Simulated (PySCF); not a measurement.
Orbital picture of BN

UHF at R = 1.317 Å; B def2-TZVPP, N def2-TZVPP; no relativity (PySCF 2.14). State: ³Π (triplet), unpaired electrons σ ↑, π ↑. Only the outer orbitals are listed, counted within each symmetry.

```csv
spin,orbital,occ.,ε (eV),on B (%),main shells (%)
α,3σ,1,-30.95,31,"64 N s, 17 B s, 12 B p"
α,4σ,1,-16.15,49,"46 B s, 33 N p, 17 N s"
α,1π,1,-13.93,27,"72 N p, 24 B p"
α,5σ,1,-13.43,63,"40 B p, 30 N p, 23 B s"
α,1π,1,-11.75,42,"57 N p, 40 B p"
α,2π,0,2.02,90,"87 B p, 10 N p"
α,2π,0,2.77,79,"74 B p, 21 N p"
β,3σ,1,-27.99,31,"65 N s, 16 B s, 13 B p"
β,4σ,1,-14.02,17,"62 N p, 20 N s, 14 B s"
β,1π,1,-11.97,23,"76 N p, 20 B p"
β,5σ,0,-0.18,103,"78 B s, 25 B p"
β,1π,0,0.18,63,"62 B p, 36 N p"
β,2π,0,3.47,99,98 B p
```

**Question.** Which are the highest filled and the lowest empty level, where do they sit, and how wide is the gap?

**Answer.** Highest filled α 1π at -11.75 eV (in %: 57 N p, 40 B p); lowest empty β 5σ at -0.18 eV (in %: 78 B s, 25 B p); the gap at UHF is 11.57 eV.

The bond order (Mayer) is 2.21. The ⟨S²⟩ is 2.046. The charge on B (Mulliken, basis-dependent) is 0.17, the charge on B (Löwdin, basis-dependent) is -0.10 and the dipole moment (positive dipole means B(−)N(+)) is -2.76 D. The polarisability along the bond is 24.5 bohr³ and the polarisability across the bond is 15.8 bohr³.

Shares are Mulliken populations and can fall outside 0 to 100 %.

The state was picked by a PBE0 search and need not be the measured ground state.
